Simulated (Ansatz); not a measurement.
**LiS+ (triplet): wave-function methods side by side at distance S1–Li2 = 2.724 Å, cc-pVDZ**

How much of the correlation energy of LiS+ (triplet) does each wave-function method recover here?

Program: Ansatz 0.2.0, Gaussian basis. Level of theory: cc-pVDZ, core rule «outside noble gas», up to 6 orbitals frozen. These are calculated values, not measurements.

Plan: UHF; CCSD(T) on ROHF; CCSD(T) on UHF; BCCD(T) on ROHF; CISD as a restricted active space (open shells left free, so some higher excitations enter); CCSDT(Q) on ROHF; CCSDT(Q) on UHF; CASSCF and MRCISD+Q, 4 electrons in 4 orbitals; CASSCF and NEVPT2, 4 electrons in 4 orbitals; Full CI.

63 further runs of the same task are left out: 43 for a known fault of the program, 18 that didn't finish, 2 set aside as unsound or not needed. Runs told in other sessions of the task aren't counted.

### Step 1. The geometry

The geometry derives from a PBE0/def2-TZVP stationary point (not a proven minimum). One bond is set to the value named and the two fragments are kept rigid.

2 atoms, charge 1, spin multiplicity 3.

Atoms are counted from 1 here; the program's logs count them from 0.

Bond lengths: S1–Li2 2.724 Å.

### Step 2. UHF

File in.yaml:

```yaml
crystal:
  periodic: [false, false, false]
  atoms:
    - {symbol: S, position_ang: [0.000000, 0.000000, 0.000000]}
    - {symbol: Li, position_ang: [0.000000, 0.000000, 2.724000]}
basis:
  gaussian: {orbitals: cc-pVDZ}
total_charge: 1
magnetization: {spin_polarized: true, initial_magnetization: 2}
hamiltonian: {xc: hf}
output: {orbitals: {seedname: orbitals}}
```

Started as:

```sh
$ ansatz run in.yaml --threads 1 --pin off --events-out ev --progress --plain --max-ram 2393MiB
```

The runs that follow: CCSD(T) on ROHF; CCSD(T) on UHF; BCCD(T) on ROHF; CISD as a restricted active space (open shells left free, so some higher excitations enter); CCSDT(Q) on ROHF; CCSDT(Q) on UHF; CASSCF and MRCISD+Q, 4 electrons in 4 orbitals; CASSCF and NEVPT2, 4 electrons in 4 orbitals; Full CI.

Q: Predict the results of all the runs planned. Wanted: FCI from the RHF energy; RMP2 from FCI; UMP2 from FCI; RCCSD from FCI; RCCSD(T) from FCI; UCCSD(T) from FCI; RCCSDT(Q) from FCI; UCCSDT(Q) from FCI; T1 diagnostic.

As calculated:

| quantity | value |
| --- | --- |
| FCI from the ROHF energy | -3.0357 eV |
| RMP2 from FCI | +560.8 meV |
| UMP2 from FCI | +579.7 meV |
| RCCSD from FCI | +58.2 meV |
| RCCSD(T) from FCI | +13.9 meV |
| UCCSD(T) from FCI | +13.0 meV |
| RCCSDT(Q) from FCI | +0.3 meV |
| UCCSDT(Q) from FCI | +0.1 meV |
| levels within 1 kcal/mol (43 meV) | RCCSD(T), UCCSD(T), BCCD(T), RCCSDT, UCCSDT, RCCSDT(Q), UCCSDT(Q) |
| T1 diagnostic | 0.017 |
| effectively unpaired electrons | 2.02 |

**Reading.** RCCSD(T) lands +13.9 meV from the yardstick (0.5 % of the correlation energy). One determinant dominates. These misses are within one basis, not against nature; the frozen cores of restricted and unrestricted runs differ, which can shift their rows.

Levels on UHF freeze UHF's core orbitals, full CI those of ROHF, so the U rows can settle a little off it for that reason alone.

With open shells the CI space here admits some higher excitations, so it is larger than plain CISD.
